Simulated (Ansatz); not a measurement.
**CHN with SiH₄: superposition error and deformation**

An exercise on one series of results from a longer session: the logs are not shown, and one member is left open.

The runs use Ansatz 0.2.0, Gaussian basis; PBE0-D4 structures, single points in def2-TZVPPD.

Levels: PBE-D4, revPBE-D4, BLYP-D4, r2SCAN-D4, B97M-V, PBE0-D4, B3LYP-D4, HSE06-D4, wB97X-V, wB97M-V, B2PLYP, Hartree-Fock, MP2, CCSD, CCSD(T).

Cores are frozen in the correlated methods. B3LYP uses VWN-RPA correlation. B2PLYP carries no dispersion term here.

129 further runs of the same task are left out: 129 set aside as unsound or not needed.

**Where the work starts**

The relaxed pair: 8 atoms, charge 0, spin multiplicity 1.

Atoms are counted from 1 here; the program's logs count them from 0.

Bond lengths: C1–N2 1.145 Å, C1–H3 1.069 Å, Si4–H5 1.483 Å, Si4–H6 1.483 Å, Si4–H7 1.483 Å, Si4–H8 1.489 Å. Angles: N2–C1–H3 180.0°, H5–Si4–H6 110.3°, H5–Si4–H7 110.3°, H5–Si4–H8 108.6°, H6–Si4–H7 110.3°, H6–Si4–H8 108.6°, H7–Si4–H8 108.6°.

Geometry (Å):

```xyz
8
charge 0, multiplicity 1
C    -0.5756    0.0065   -2.7676
N    -0.3182    0.0275   -1.6520
H    -0.8159   -0.0132   -3.8088
Si    0.3394   -0.0039    1.6325
H     1.4052   -0.7600    0.9308
H    -0.9807   -0.6384    1.3987
H     0.3211    1.4063    1.1730
H     0.6246   -0.0246    3.0936
```

Atoms 1 to 3 are fragment A (CHN), the rest fragment B (SiH₄). From earlier runs, pair energy (eV) and counterpoise interaction (kJ/mol):

| method | E(pair) | interaction |
| --- | --- | --- |
| PBE-D4 | -10478.39214 | -5.73 |
| revPBE-D4 | -10483.85899 | -3.70 |
| BLYP-D4 | -10485.24965 | -4.07 |
| r2SCAN-D4 | -10483.49635 | -4.75 |
| B97M-V | -10483.59541 | -6.27 |
| PBE0-D4 | -10479.28598 | -5.57 |
| B3LYP-D4 | -10486.93559 | -4.98 |
| HSE06-D4 | -10478.94658 | -5.57 |
| wB97X-V | -10483.80942 | -5.90 |
| wB97M-V | -10484.05310 | -5.97 |
| B2PLYP | -10480.60345 | -3.10 |
| Hartree-Fock | -10453.83647 | -0.48 |
| MP2 | -10467.17720 | -5.95 |
| CCSD(T) | -10468.69444 | -5.28 |

First each fragment is run alone in its own basis, frozen in the shape it has in the pair (a, b).

Set-up of the first run:

a/in.yaml reads:

```yaml
crystal:
  periodic: [false, false, false]
  atoms:
    - {symbol: C, position_ang: [-0.575580, 0.006474, -2.767612]}
    - {symbol: N, position_ang: [-0.318155, 0.027509, -1.652026]}
    - {symbol: H, position_ang: [-0.815934, -0.013230, -3.808834]}
basis:
  gaussian: {orbitals: "def2-TZVPPD.json"}
hamiltonian: {xc: pbe, dispersion: d4}
```

b/in.yaml reads:

```yaml
crystal:
  periodic: [false, false, false]
  atoms:
    - {symbol: Si, position_ang: [0.339427, -0.003870, 1.632481]}
    - {symbol: H, position_ang: [1.405207, -0.760036, 0.930831]}
    - {symbol: H, position_ang: [-0.980729, -0.638403, 1.398652]}
    - {symbol: H, position_ang: [0.321142, 1.406274, 1.173042]}
    - {symbol: H, position_ang: [0.624623, -0.024618, 3.093564]}
basis:
  gaussian: {orbitals: "def2-TZVPPD.json"}
hamiltonian: {xc: pbe, dispersion: d4}
```

The basis file named in the input lies beside it (Basis Set Exchange, JSON).

One command serves all of them, each in its own folder.

Command:

```sh
> ansatz run in.yaml --threads 2 --pin off --events-out ev --progress --plain --max-ram 5222MiB
```

Steps of the session up to this table: PBE-D4/def2-TZVPPD; r2SCAN-D4/def2-TZVPPD; PBE0-D4/def2-TZVPPD; B3LYP-D4/def2-TZVPPD; wB97X-V/def2-TZVPPD; wB97M-V/def2-TZVPPD; B2PLYP/def2-TZVPPD; BLYP-D4/def2-TZVPPD; revPBE-D4/def2-TZVPPD; B97M-V/def2-TZVPPD; HSE06-D4/def2-TZVPPD; CCSD(T)/def2-TZVPPD; Relaxing CHN alone; Relaxing SiH₄ alone.

One table of the session follows, with a row left open; its other results are not shown here.

```
      method  interaction with counterpoise (kJ/mol)
      PBE-D4                                   -5.73
   revPBE-D4                                   -3.70
     BLYP-D4                                   -4.07
   r2SCAN-D4                                   -4.75
      B97M-V                                   -6.27
     PBE0-D4                                   -5.57
    B3LYP-D4                                   -4.98
    HSE06-D4                                   -5.57
     wB97X-V                                   -5.90
     wB97M-V                                   -5.97
      B2PLYP                                   -3.10
Hartree-Fock                                   -0.48
         MP2                                   -5.95
        CCSD                                       ?
     CCSD(T)                                   -5.28
```

**Question.** Estimate the row for CCSD.

**Answer.** interaction with counterpoise (kJ/mol): -4.54. In the column «interaction with counterpoise (kJ/mol)» it lies between r2SCAN-D4 (-4.75) and BLYP-D4 (-4.07).
